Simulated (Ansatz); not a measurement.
## Molecular dynamics of AlBH2O

Input:

```yaml
crystal:
  periodic: [false, false, false]
  atoms:
    - { symbol: O, position_ang: [0.451854, -1.289243, 2.13675] }
    - { symbol: B, position_ang: [0.239784, -0.686348, 1.13686] }
    - { symbol: Al, position_ang: [-0.141084, 0.402188, -0.666726] }
    - { symbol: H, position_ang: [-1.111433, -0.22187, -1.736221] }
    - { symbol: H, position_ang: [0.560879, 1.795273, -0.870662] }
basis:
  gaussian: { orbitals: def2-SVP }
hamiltonian:
  xc: hf
md:
  timestep: 2.5
  n_steps: 40
  ensemble: nvt_langevin
  temperature: 300.0
  initial_velocities: maxwell_boltzmann
  seed: 116902
  friction: 0.01
scf:
  lower_state_search: "off"
```

Command:

```bash
$ ansatz run input.yaml --threads 1 --pin off --max-ram 2048MiB --backend cpu --events-out ev --progress --plain --runs-dir out
```

It starts from a relaxed structure.

Output, in part (step lines, the closing report, with atoms numbered from 0):

```
md step     0: t =     0.00 fs  T =   240.0 K  F+E_penalty+E_count = -9320.08478709 eV  E_kin = 0.155112 eV  (18 SCF iters)
md step     1: t =     2.50 fs  T =   159.7 K  F+E_penalty+E_count = -9320.02418414 eV  E_kin = 0.103187 eV  (20 SCF iters)
md step     2: t =     5.00 fs  T =   149.0 K  F+E_penalty+E_count = -9320.02607179 eV  E_kin = 0.096317 eV  (20 SCF iters)
md step     3: t =     7.50 fs  T =   187.3 K  F+E_penalty+E_count = -9320.05124530 eV  E_kin = 0.121084 eV  (20 SCF iters)
md step     4: t =    10.00 fs  T =   108.2 K  F+E_penalty+E_count = -9319.99144807 eV  E_kin = 0.069956 eV  (20 SCF iters)
md step     5: t =    12.50 fs  T =   109.9 K  F+E_penalty+E_count = -9319.98528101 eV  E_kin = 0.071056 eV  (20 SCF iters)
md step     6: t =    15.00 fs  T =   202.0 K  F+E_penalty+E_count = -9320.02558967 eV  E_kin = 0.130532 eV  (20 SCF iters)
md step     7: t =    17.50 fs  T =   142.0 K  F+E_penalty+E_count = -9319.97142277 eV  E_kin = 0.091805 eV  (20 SCF iters)
md step     8: t =    20.00 fs  T =   120.0 K  F+E_penalty+E_count = -9319.95054125 eV  E_kin = 0.077528 eV  (19 SCF iters)
md step     9: t =    22.50 fs  T =   204.5 K  F+E_penalty+E_count = -9320.02057794 eV  E_kin = 0.132159 eV  (20 SCF iters)
md step    10: t =    25.00 fs  T =   161.3 K  F+E_penalty+E_count = -9319.97282826 eV  E_kin = 0.104230 eV  (20 SCF iters)
md step    11: t =    27.50 fs  T =   152.4 K  F+E_penalty+E_count = -9319.95273376 eV  E_kin = 0.098505 eV  (21 SCF iters)
md step    12: t =    30.00 fs  T =   248.6 K  F+E_penalty+E_count = -9320.01637446 eV  E_kin = 0.160646 eV  (21 SCF iters)
md step    13: t =    32.50 fs  T =   192.8 K  F+E_penalty+E_count = -9320.00717104 eV  E_kin = 0.124633 eV  (20 SCF iters)
md step    14: t =    35.00 fs  T =   214.0 K  F+E_penalty+E_count = -9319.96818698 eV  E_kin = 0.138337 eV  (21 SCF iters)
md step    15: t =    37.50 fs  T =   283.5 K  F+E_penalty+E_count = -9319.98839852 eV  E_kin = 0.183238 eV  (21 SCF iters)
md step    16: t =    40.00 fs  T =   242.7 K  F+E_penalty+E_count = -9319.94249059 eV  E_kin = 0.156827 eV  (19 SCF iters)
md step    17: t =    42.50 fs  T =   195.6 K  F+E_penalty+E_count = -9319.89962877 eV  E_kin = 0.126385 eV  (20 SCF iters)
md step    18: t =    45.00 fs  T =   224.2 K  F+E_penalty+E_count = -9319.94042516 eV  E_kin = 0.144917 eV  (20 SCF iters)
md step    19: t =    47.50 fs  T =   255.1 K  F+E_penalty+E_count = -9319.92793278 eV  E_kin = 0.164893 eV  (20 SCF iters)
md step    20: t =    50.00 fs  T =   246.6 K  F+E_penalty+E_count = -9319.90349224 eV  E_kin = 0.159382 eV  (20 SCF iters)
md step    21: t =    52.50 fs  T =   354.6 K  F+E_penalty+E_count = -9319.99944879 eV  E_kin = 0.229190 eV  (20 SCF iters)
md step    22: t =    55.00 fs  T =   287.3 K  F+E_penalty+E_count = -9319.99117353 eV  E_kin = 0.185709 eV  (20 SCF iters)
md step    23: t =    57.50 fs  T =   260.6 K  F+E_penalty+E_count = -9319.96136616 eV  E_kin = 0.168422 eV  (21 SCF iters)
md step    24: t =    60.00 fs  T =   303.1 K  F+E_penalty+E_count = -9320.03171239 eV  E_kin = 0.195864 eV  (21 SCF iters)
md step    25: t =    62.50 fs  T =   311.1 K  F+E_penalty+E_count = -9320.06695773 eV  E_kin = 0.201077 eV  (19 SCF iters)
md step    26: t =    65.00 fs  T =   273.6 K  F+E_penalty+E_count = -9320.00118436 eV  E_kin = 0.176829 eV  (20 SCF iters)
md step    27: t =    67.50 fs  T =   274.2 K  F+E_penalty+E_count = -9320.03393576 eV  E_kin = 0.177201 eV  (21 SCF iters)
md step    28: t =    70.00 fs  T =   273.5 K  F+E_penalty+E_count = -9320.04247479 eV  E_kin = 0.176761 eV  (20 SCF iters)
md step    29: t =    72.50 fs  T =   179.8 K  F+E_penalty+E_count = -9319.98619830 eV  E_kin = 0.116198 eV  (21 SCF iters)
md step    30: t =    75.00 fs  T =   209.0 K  F+E_penalty+E_count = -9319.99124771 eV  E_kin = 0.135086 eV  (21 SCF iters)
md step    31: t =    77.50 fs  T =   291.4 K  F+E_penalty+E_count = -9320.00518181 eV  E_kin = 0.188331 eV  (20 SCF iters)
md step    32: t =    80.00 fs  T =   213.8 K  F+E_penalty+E_count = -9319.93497624 eV  E_kin = 0.138188 eV  (20 SCF iters)
md step    33: t =    82.50 fs  T =   258.3 K  F+E_penalty+E_count = -9319.96693270 eV  E_kin = 0.166941 eV  (21 SCF iters)
md step    34: t =    85.00 fs  T =   318.1 K  F+E_penalty+E_count = -9319.99381079 eV  E_kin = 0.205611 eV  (20 SCF iters)
md step    35: t =    87.50 fs  T =   231.9 K  F+E_penalty+E_count = -9319.92818038 eV  E_kin = 0.149872 eV  (20 SCF iters)
md step    36: t =    90.00 fs  T =   318.9 K  F+E_penalty+E_count = -9319.97300499 eV  E_kin = 0.206076 eV  (21 SCF iters)
md step    37: t =    92.50 fs  T =   347.6 K  F+E_penalty+E_count = -9320.01667964 eV  E_kin = 0.224656 eV  (20 SCF iters)
md step    38: t =    95.00 fs  T =   257.1 K  F+E_penalty+E_count = -9319.94054618 eV  E_kin = 0.166144 eV  (20 SCF iters)
md step    39: t =    97.50 fs  T =   315.0 K  F+E_penalty+E_count = -9319.94532133 eV  E_kin = 0.203598 eV  (21 SCF iters)
md step    40: t =   100.00 fs  T =   282.8 K  F+E_penalty+E_count = -9319.95783919 eV  E_kin = 0.182743 eV  (20 SCF iters)
Total energy: -9319.95783919 eV, -342.5021332959 hartree
Atom 0 at     0.576524    -1.297843     2.118379 Å, force    -0.619712     0.646853    -0.615946 eV/Å
Atom 1 at     0.086538    -0.687773     1.212811 Å, force     0.649778    -0.313187    -0.222018 eV/Å
Atom 2 at    -0.566483     0.174013    -0.722800 Å, force    -0.662115    -0.350075     0.312742 eV/Å
Atom 3 at    -2.145784     0.138026    -1.022076 Å, force     0.429794     0.044861     0.202492 eV/Å
Atom 4 at     0.361731     0.672848    -1.897672 Å, force     0.202255    -0.028452     0.322731 eV/Å
Dipole moment:    -0.208052     0.408994    -0.557677 e Å
```

The run went to its last step. A step of 2.5 fs is long for free X–H stretches (periods near 10 fs) and can bias their spread and the temperature. A run of 0.1 ps of so small a system gives no equilibrium averages.

The same pairs are bonded in the first frame and the last. Pairs count as bonded within 1.25 times the sum of covalent radii (0.12 Å more for H–H).

Last frame:

```xyz
5
Properties=species:S:1:pos:R:3
O 0.577 -1.298 2.118
B 0.086 -0.688 1.213
Al -0.567 0.174 -0.723
H -2.146 0.138 -1.022
H 0.362 0.673 -1.898
```

The run took 25 s on 1 thread of Intel(R) Xeon(R) Platinum 8259CL CPU @ 2.50GHz (Skylake/Cascade Lake), with other jobs on the host, peak memory 0.1 GiB.
